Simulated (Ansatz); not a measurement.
```xyz
9

C    -0.290   -0.092    1.354
O     0.218   -0.700    0.170
C     0.189    0.075   -0.903
O    -0.216    1.204   -0.955
O     0.689   -0.610   -1.935
H    -0.200   -0.847    2.131
H     0.294    0.792    1.611
H    -1.333    0.195    1.220
H     0.650   -0.016   -2.693
```

Total charge 0; spin multiplicity 1.

Task: List the CAM-B3LYP/def2-TZVPP orbital energies in eV (Ansatz). (Estimate.)

Result: The calculation gave: Occupied: -524.08, -524.05, -522.26, -283.82, -280.50, -33.87, -31.40, -30.30, -22.60, -19.07, -17.17, -16.07, -15.72, -14.33, -13.88, -13.76, -12.11, -11.14, -10.55, -10.11. Lowest empty: 1.73, 2.32, 2.43, 3.41, 3.87, 4.40, 5.48, 6.14.
